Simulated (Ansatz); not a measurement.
in.yaml

```yaml
crystal:
  periodic: [false, false, false]
  atoms:
    - {symbol: B, position_ang: [0.000000, -0.091127, 0.000000]}
    - {symbol: H, position_ang: [0.000000, 0.488707, -1.226712]}
    - {symbol: H, position_ang: [0.000000, 0.488707, 1.226712]}
basis:
  gaussian: {orbitals: aug-cc-pVDZ}
magnetization: {spin_polarized: false, initial_magnetization: 1}
correlation: {method: sc_nevpt2, electrons: outside_noble_gas, active_space: {window: {electrons: 3, orbitals: 3}}}
```

```sh
$ ansatz run in.yaml --threads 1 --pin off --events-out ev --progress --plain --max-ram 2393MiB
```

Output:

```
396 factors; integrals over basis functions are off by at most 1.0e-3 eV
mean field evaluation 1: about -699.3645 eV, gradient 8.2e0 eV
mean field evaluation 2: about -699.3636 eV, gradient 8.2e0 eV
mean field evaluation 4: about -700.2146 eV, gradient 6.0e-1 eV
mean field evaluation 8: about -700.2215 eV, gradient 1.2e-3 eV
mean field evaluation 16: about -698.7190 eV, gradient 8.7e-5 eV
mean field evaluation 32: about -697.8756 eV, gradient 4.7e0 eV
mean field -700.22149787 eV, -25.7326654196 hartree, gradient 1.2e-6 eV, S^2 0.750000; 5 other end points of the search recorded, 0 dependent functions left out
reference -700.22149787 eV, -25.7326654196 hartree; 4, 3 occupied and 37, 38 virtual orbitals, 396 factors
state -700.68370065 eV, -25.7496510583 hartree
state -700.68370065 eV, -25.7496510583 hartree; corrected -702.19707924 eV, -25.8052666958 hartree
Total energy: -702.19707924 eV, -25.8052666958 hartree
```

For the same geometry and basis full CI lies 645.4 meV lower.

Ran on 1 thread of Intel Xeon Platinum 8375C, shared host: 0.78 s wall, 0.08 GiB peak host memory.
